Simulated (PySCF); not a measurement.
# H₅NSSi: electronic excitations and core binding energies

Aim: predict the electronic excitations and core binding energies of H₅NSSi (`N[SiH2]S`).

Computed with PySCF 2.14.0, with density-fitted response routines of our own, on a single molecule in the gas phase. Atoms are numbered from 0 throughout.

## (1) Starting geometry

8 atoms, charge 0, multiplicity 1; geometry from: GFN2-xTB.

Bonds of the start (Å): N0–Si1 1.72, Si1–S2 2.15, N0–H3 1.01, N0–H4 1.01, Si1–H5 1.46, Si1–H6 1.46, S2–H7 1.32.

## (2) TDDFT and polarisability: CAM-B3LYP/def2-SVPD

What the job is given:

```
{"job": {"kind": "uv", "xc": "CAM-B3LYP", "basis": "def2-SVPD", "nstates": 8, "ntriplets": 3}, "charge": 0, "multiplicity": 1}
N     -0.896707    -0.731254     0.334529
Si     0.117864     0.650947     0.235059
S      1.393016     0.302140    -1.461740
H     -1.562509    -0.799315     1.086305
H     -1.281546    -1.127067    -0.509392
H     -0.482115     1.942693    -0.076178
H      0.914384     0.668528     1.453205
H      1.806672    -0.897259    -1.086353
```

With the program's defaults for keys left out, this is: TDDFT CAM-B3LYP/def2-SVPD, vertical, gas phase, core orbitals frozen in the response.

Launch:

```bash
> OMP_NUM_THREADS=1 python probes_run.py task.json out
```

One launch serves the whole session: the jobs run in the order shown.

**Question.** This job is followed by: delta-SCF UKS SCAN, pcX-2 on the ionised atom, pcseg-1 elsewhere, spin-free X2C. What will the session give for the following? lowest singlet (CAM-B3LYP/def2-SVPD); brightest single state of those computed; lowest triplet; N1s binding energies, SCAN/pcX-2; Si1s binding energies, SCAN/pcX-2; Si2p binding energies, SCAN/pcX-2; S1s binding energies, SCAN/pcX-2; S2p binding energies, SCAN/pcX-2.

**Answer**, as computed:

```
                                quantity                        value
    lowest singlet (CAM-B3LYP/def2-SVPD)  6.27 eV (198 nm), f = 0.024
brightest single state of those computed  state 8, 7.87 eV, f = 0.048
                          lowest triplet                      5.85 eV
        N1s binding energies, SCAN/pcX-2                 N0 404.92 eV
       Si1s binding energies, SCAN/pcX-2               Si1 1847.25 eV
       Si2p binding energies, SCAN/pcX-2                Si1 107.56 eV
        S1s binding energies, SCAN/pcX-2                S2 2476.92 eV
        S2p binding energies, SCAN/pcX-2                 S2 169.56 eV
```

The first singlet state (HOMO→LUMO+1 0.73, HOMO→LUMO+2 0.12) lies at 6.27 eV and is weak; of the 8 states computed, the strongest absorption comes from state 8 at 7.87 eV (the last computed, so partners may be missing). The lowest triplet lies 0.42 eV below the lowest singlet (triplets in Tamm-Dancoff, singlets in full TDDFT).
